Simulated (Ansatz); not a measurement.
The input, for Ansatz 0.2.0:

```yaml
crystal:
  periodic: [false, false, false]
  atoms:
    - {symbol: S, position_ang: [0.064576, -0.266352, 2.111802]}
    - {symbol: B, position_ang: [-0.100329, -0.265400, 0.514347]}
    - {symbol: S, position_ang: [-0.023677, -0.375796, -1.249657]}
    - {symbol: H, position_ang: [0.059430, 0.907548, -1.376492]}
basis:
  gaussian: {orbitals: cc-pVDZ}
magnetization: {spin_polarized: false}
correlation: {method: ccsdt_q, electrons: outside_noble_gas}
```

```sh
$ ansatz run in.yaml --threads 1 --pin off --events-out ev --progress --plain --max-ram 2393MiB
```

Output:

```
1048 factors; integrals over basis functions are off by at most 2.2e-7 eV
mean field evaluation 1: about -22322.2296 eV, gradient 1.8e1 eV
mean field evaluation 2: about -22322.2730 eV, gradient 1.8e1 eV
mean field evaluation 4: about -22323.6358 eV, gradient 2.4e0 eV
mean field evaluation 8: about -22323.6743 eV, gradient 1.9e-1 eV
mean field evaluation 16: about -22323.2492 eV, gradient 1.1e1 eV
mean field -22323.67466657 eV, -820.3799124664 hartree, gradient 8.3e-7 eV, S^2 0.000000; 0 other end points of the search recorded, 0 dependent functions left out
11 core orbitals not correlated: weight in the atoms' cores, before any rotation towards them, 1.000 or more for the frozen orbitals, at most 0.000 for the correlated occupied ones
reference -22323.67466657 eV, -820.3799124664 hartree; 8, 8 occupied and 36, 36 virtual orbitals, 1048 factors
second order -9.17300311 eV of doubles, -0.00000000 eV of singles
cycle   1  -9.60950115 eV  change   -4.4e-1 eV  update   1.1e-1
cycle   2  -10.08511422 eV  change   -4.8e-1 eV  update   5.9e-2
cycle   3  -10.43665347 eV  change   -3.5e-1 eV  update   2.8e-2
cycle   4  -10.39923193 eV  change    3.7e-2 eV  update   8.5e-3
cycle   5  -10.39000858 eV  change    9.2e-3 eV  update   3.7e-3
cycle   6  -10.39334047 eV  change   -3.3e-3 eV  update   1.3e-3
cycle   7  -10.39464616 eV  change   -1.3e-3 eV  update   5.3e-4
cycle   8  -10.39447771 eV  change    1.7e-4 eV  update   1.9e-4
cycle   9  -10.39443955 eV  change    3.8e-5 eV  update   8.6e-5
cycle  10  -10.39447505 eV  change   -3.5e-5 eV  update   3.1e-5
cycle  11  -10.39443733 eV  change    3.8e-5 eV  update   1.5e-5
cycle  12  -10.39445964 eV  change   -2.2e-5 eV  update   7.1e-6
cycle  13  -10.39446067 eV  change   -1.0e-6 eV  update   3.2e-6
cycle  14  -10.39446086 eV  change   -1.9e-7 eV  update   1.3e-6
perturbative correction -0.02971950 eV, -0.0010921716 hartree
Total energy: -22334.09884694 eV, -820.7629940290 hartree
```

Ran on 1 thread of AMD EPYC 7B13, shared host: 37 s wall, 0.53 GiB peak host memory.
